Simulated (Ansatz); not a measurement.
**Counterpoise correction, worked out**

The pair of OH⁻ (SMILES [OH-], atoms 1–2) and HCN (SMILES C#N, atoms 3–5), both closed shells, in one local arrangement (a lower one may exist), relaxed at PBE0-D4/def2-TZVPD:

```tsv
atom	x (Å)	y (Å)	z (Å)
O1	-0.4076	-0.1757	-0.9585
H2	0.3952	0.1658	-1.3786
C3	-0.0406	-0.0164	0.4629
N4	1.0045	0.4301	0.8945
H5	-0.9516	-0.4038	0.9797
```

Computed with Ansatz 0.2.0 (basis: def2-TZVPPD); correlated methods freeze the cores.

MP2 total energies in eV:

| system | geometry | basis functions | energy |
| --- | --- | --- | --- |
| pair | pair | all | -4598.27939 |
| OH⁻ | as in the pair | all (partner as ghosts) | -2059.96650 |
| HCN | as in the pair | all (partner as ghosts) | -2536.99216 |
| OH⁻ | as in the pair | its own | -2059.88415 |
| HCN | as in the pair | its own | -2536.95345 |
| OH⁻ | free (PBE0-D4 minimum) | its own | -2059.88416 |
| HCN | free (PBE0-D4 minimum) | its own | -2537.63695 |

Q: Work out the interaction energy with and without the counterpoise correction, the superposition error, and the binding energy from the relaxed fragments.

A: Without correction: -4598.27939 − (-2059.88415) − (-2536.95345) = -1.44179 eV.
With correction (each fragment in the whole basis): -4598.27939 − (-2059.96650) − (-2536.99216) = -1.32073 eV = -30.46 kcal/mol.
The superposition error is the difference, 0.12106 eV, 8 % of the uncorrected value: each fragment borrows its partner's functions.
Deformation from the free shapes: 0.00001 eV for OH⁻ and 0.68350 eV for HCN.
Binding energy from relaxed fragments: -1.32073 + 0.00001 + 0.68350 = -0.63722 eV = -14.69 kcal/mol (electronic, without zero-point energy; negative means bound). The deformation is large: the pair is on the way to a chemical bond or a shared proton. For comparison, the corrected interaction energy by CCSD(T) at an estimated basis limit (MP2 extrapolated from triple and quadruple zeta, plus CCSD(T) − MP2 in triple zeta) is -1.619 eV.

The T1 diagnostic stays at or below 0.026. The restricted Hartree–Fock reference is unstable towards an unrestricted one at one or more of these structures.

For scale, one of the runs: CCSD(T)/def2-TZVPPD, 148 basis functions, launched by `ansatz run in.yaml --threads 2 --pin off --events-out ev --progress --plain --max-ram 5222MiB`. Hardware: 2 CPU threads of an Intel Xeon Platinum 8488C, shared host. Wall time 11 s; peak host memory 1 GiB.
